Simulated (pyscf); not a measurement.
[HAl–PH₂]• + H₂ -> H₂Al–PH₂ + H•, a hydrogen abstraction (doublet surface; H–H broken, Al–H formed). Single points on ωB97X-D3(BJ)/def2-SVP structures (PySCF, gas phase). Energies in kcal/mol from the separated reactants.

Small-basis levels: PySCF, no dispersion term, spherical d functions. Open shells are spin-unrestricted. 

Question: In single points MP2/6-31G* puts the saddle at 25.5 kcal/mol and the reaction energy at +17.5 kcal/mol. Should these be trusted to within a few kcal/mol? Compare with ωB97M-D3(BJ)/def2-TZVP.

Answer: ωB97M-D3(BJ)/def2-TZVP gives ΔE‡ = 23.6 kcal/mol and ΔE = +20.6 kcal/mol. MP2/6-31G* lies 1.9 kcal/mol over it in the barrier and 3.1 kcal/mol under it in the reaction energy, so on this step it does not hold to within 3.0 kcal/mol. ωB97M-D3(BJ)/def2-TZVP has limits of its own. One saddle was located; it need not be the lowest between these sides. The angle at the transferred H is 178°.
